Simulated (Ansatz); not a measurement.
Results of PBEsol in Ansatz (plane waves, PAW) for bcc Rb.

Settings: plane-wave cutoff 520 eV, 12×12×12 k mesh, Fermi–Dirac smearing 0.1 eV, perturbation theory, scalar-relativistic PAW data made under PBE.

Computed at the level's own relaxed cell.

Rb is taken in the cubic space group Im-3m (No. 229), the bcc (W type) structure, Pearson symbol cI2. Conventional cell: a = b = c = 5.569 Å, α = β = γ = 90.00°. Rb on 2a is coordinated by 8 Rb at 4.823 Å and 6 Rb at 5.569 Å. (Neighbours: up to the widest gap in distance over summed covalent radii, below 1.35, at either atom.)
(The calculation used a cell of 1 atom; values per cell refer to that cell.)

Harmonic phonon frequencies (cm⁻¹; i marks an imaginary mode):

```csv
q point,frequencies
H,46 46 46
N,10 31 50
P,37 37 37
```

No imaginary mode appears at these points.

Ansatz is a quantum-chemistry and plane-wave program.
